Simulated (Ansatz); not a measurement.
Input file:

```yaml
crystal:
  periodic: [false, false, false]
  atoms:
    - {symbol: B, position_ang: [0.000000, 0.000000, 1.010739]}
    - {symbol: B, position_ang: [0.000000, 0.000000, -1.360543]}
    - {symbol: H, position_ang: [0.000000, 1.567611, 1.875969]}
    - {symbol: H, position_ang: [0.000000, -1.567611, 1.875969]}
basis:
  gaussian: {orbitals: "6-31G*"}
magnetization: {spin_polarized: false, initial_magnetization: 2}
correlation: {method: bccd, electrons: all}
scf: {omitted_lower_state_checks: [cluster_reference]}
output: {forces: true}
```

```sh
$ ansatz run in.yaml --threads 1 --pin off --events-out ev --progress --plain --max-ram 2393MiB
```

The program prints:

```
these checks for a lower state are left out or cut short: cluster_reference
342 factors; integrals over basis functions are off by at most 9.4e-4 eV
mean field evaluation 1: about -1362.3962 eV, gradient 9.0e0 eV
mean field evaluation 2: about -1362.3972 eV, gradient 9.0e0 eV
mean field evaluation 4: about -1363.8150 eV, gradient 2.4e0 eV
mean field evaluation 8: about -1364.2227 eV, gradient 4.7e-1 eV
mean field evaluation 16: about -1364.2601 eV, gradient 5.3e-3 eV
mean field evaluation 32: about -1364.0772 eV, gradient 2.0e-2 eV
mean field evaluation 64: about -1364.1669 eV, gradient 6.8e-1 eV
mean field evaluation 96: about -1364.2586 eV, gradient 4.4e-1 eV
mean field evaluation 128: about -1364.0235 eV, gradient 1.0e0 eV
mean field -1364.26013577 eV, -50.1356352608 hartree, gradient 3.2e-6 eV, S^2 2.000000; 14 other end points of the search recorded, 0 dependent functions left out
reference -1364.26013577 eV, -50.1356352608 hartree; 7, 5 occupied and 27, 29 virtual orbitals, 342 factors
second order -3.47447020 eV of doubles, -0.09586124 eV of singles
cycle   1  -4.25345800 eV  change   -6.8e-1 eV  update   1.1e-1
...
cycle  16  -4.84263458 eV  change    4.5e-7 eV  update   9.0e-6
cycle  17  -4.84263521 eV  change   -6.3e-7 eV  update   3.8e-6
cycle  18  -4.84263267 eV  change    2.5e-6 eV  update   1.7e-6
cycle  19  -4.84263178 eV  change    8.8e-7 eV  update   8.8e-7
cycle  20  -4.84263183 eV  change   -4.3e-8 eV  update   4.9e-7
cycle  21  -4.84263218 eV  change   -3.6e-7 eV  update   3.2e-7
cycle  22  -4.84263232 eV  change   -1.4e-7 eV  update   1.8e-7
cycle  23  -4.84263251 eV  change   -1.8e-7 eV  update   1.2e-7
cycle  24  -4.84263249 eV  change    2.1e-8 eV  update   7.5e-8
WARN: the results are in doubt because among natural orbitals full CI differs from the method by -0.083 eV
the calculation of the forces begins
mean field evaluation 160: about -1364.2592 eV, gradient 4.6e-2 eV
Total energy: -1369.10276826 eV, -50.3135987223 hartree
Atom 0 at     0.000000     0.000000     1.010739 Å, force     0.000000     0.000000     0.916770 eV/Å
Atom 1 at     0.000000     0.000000    -1.360543 Å, force    -0.000000    -0.000000     2.664599 eV/Å
Atom 2 at     0.000000     1.567611     1.875969 Å, force    -0.000000    -3.136407    -1.790684 eV/Å
Atom 3 at     0.000000    -1.567611     1.875969 Å, force    -0.000000     3.136407    -1.790684 eV/Å
Dipole moment:    -0.000000     0.000000    -0.052609 e Å
In doubt: among natural orbitals full CI differs from the method by -0.083 eV
Checks for a lower state left out: cluster_reference
```

Forces (eV/Å):
```
B    0.000  0.000  0.917
B    0.000  0.000  2.665
H    0.000 -3.136 -1.791
H    0.000  3.136 -1.791
```

Ran on 1 thread of Arm Neoverse V2, shared host: 2.8 s wall, 0.14 GiB peak host memory.
